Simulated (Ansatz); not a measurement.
## How the band gap of solid iodine moves with the method

No measured value is used here.

| level (code) | value (eV) | cell (Å³/atom) |
|---|---|---|
| LDA+SOC (Ansatz) | 0.77 (indirect) | 42.63 |
| PBE (Ansatz) | 1.11 | 42.63 |
| PBEsol (Ansatz) | 1.07 | 42.63 |
| RPBE (Ansatz) | 1.16 | 42.63 |
| PBE-D4 (Ansatz) | 0.83 | 39.32 |
| r²SCAN (Ansatz) | 1.32 | 42.63 |
| HSE06+SOC (Ansatz) | 1.64 (indirect) | 42.63 |
| G0W0@PBEsol+SOC (Ansatz) | 1.69 | 42.63 |

Computed values are for a static lattice. Spin–orbit coupling is included only where a level's name says +SOC; with heavier elements it mostly lowers gaps and can invert bands.  PBE-D4: the gap is read on the k mesh or supercell of the run alone and can be too large. G0W0@PBEsol+SOC: spin–orbit coupling enters as the shift of the gap found with a semilocal functional. Values are at the measured cell; PBE-D4 at the level's own equilibrium cell. Cutoffs and k meshes differ between the levels. Ansatz's density-functional and Hartree–Fock values are scalar-relativistic unless marked +SOC, with PAW data made under PBE.

Ansatz is a first-principles code.
